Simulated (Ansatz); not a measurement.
Ansatz (a first-principles code) input (CCSD(T)/cc-pwCVQZ): A basis named .json is the Basis Set Exchange file of that set (core-valence sets with the plain set on hydrogen).

Ansatz 0.2 input:
```yaml
crystal:
  periodic: [false, false, false]
  atoms:
    - {symbol: C, position_ang: [-0.00000000, -0.00000000, -0.49689011]}
    - {symbol: N, position_ang: [0.00000000, 0.00000000, 0.64927938]}
    - {symbol: H, position_ang: [-0.00000000, -0.00000000, -1.56361504]}
basis:
  gaussian:
    orbitals: cc-pwCVQZ.json
magnetization: {spin_polarized: false}
correlation: {method: ccsd_t, electrons: outside_noble_gas}
```

Output:

```
Functional definition: HF
integrals: 0.80 GiB planned
1218 factors; integrals over basis functions are off by at most 1.3e-3 eV
mean field: 0.55 GiB planned
mean field evaluation 1: about -2526.4590 eV, gradient 2.8e1 eV
mean field evaluation 2: about -2526.4604 eV, gradient 2.8e1 eV
mean field evaluation 4: about -2528.3273 eV, gradient 2.8e0 eV
mean field evaluation 8: about -2528.3587 eV, gradient 1.5e-4 eV
mean field evaluation 16: about -2528.3569 eV, gradient 1.8e-1 eV
mean field -2528.35869540 eV, -92.9154682729 hartree, gradient 1.6e-6 eV, S^2 0.000000; 0 other end points of the search recorded, 0 dependent functions left out
2 core orbitals not correlated
reference -2528.35869540 eV, -92.9154682729 hartree; 5, 5 occupied and 191, 191 virtual orbitals, 1218 factors
second order -10.03026329 eV of doubles, -0.00000000 eV of singles
coupled cluster: 1.27 GiB planned
cycle   1  -9.61798829 eV  change    4.1e-1 eV  update   8.3e-2
cycle   2  -9.95559638 eV  change   -3.4e-1 eV  update   2.6e-2
cycle   3  -10.02133722 eV  change   -6.6e-2 eV  update   1.1e-2
cycle   4  -10.02118305 eV  change    1.5e-4 eV  update   2.7e-3
cycle   5  -10.02403805 eV  change   -2.9e-3 eV  update   1.1e-3
cycle   6  -10.02453134 eV  change   -4.9e-4 eV  update   2.4e-4
cycle   7  -10.02455287 eV  change   -2.2e-5 eV  update   6.3e-5
cycle   8  -10.02459594 eV  change   -4.3e-5 eV  update   1.5e-5
cycle   9  -10.02460128 eV  change   -5.3e-6 eV  update   3.9e-6
perturbative correction -0.52692405 eV, -0.0193641017 hartree
Total energy: -2538.91022073 eV, -93.3032296766 hartree
```
